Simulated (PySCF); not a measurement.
Molecule: Butanal (SMILES CCCC=O).

Atom-mapped SMILES (the numbers label the heavy atoms): `[CH3:1][CH2:2][CH2:3][CH:4]=[O:5]`. Hydrogens are named by the atom that carries them.

Geometry PBE0-D3(BJ)/def2-SVP throughout; GIAO in PySCF 2.14.0 with density-fitted response routines, gas phase, one conformer, non-relativistic; equivalent atoms averaged; functional PBE0.

For orientation, pcSseg-1 gives these absolute shieldings σ: C4 -19.5, C3 133.4, C2 167.4, C1 169.4, O5 -361.0, H(C4) 21.37, H(C3) 29.08, H(C2) 29.81, H(C1) 30.32 ppm.

A run gave: C4 -26.1, C3 130.7, C2 165.8, C1 168.8, O5 -350.5, H(C4) 21.11, H(C3) 28.86, H(C2) 29.65, H(C1) 30.35 ppm (absolute shieldings σ).

Q: Which basis set was used in that run?
A. 6-31G*
B. 6-311+G(2d,p)
C. cc-pVDZ
D. 6-31G
E. pcSseg-2

A: E. C4 tells them apart best: pcSseg-2 gives -26.1, 6-311+G(2d,p) gives -16.4, cc-pVDZ gives 3.5, 6-31G* gives 6.8, 6-31G gives 5.9 ppm.
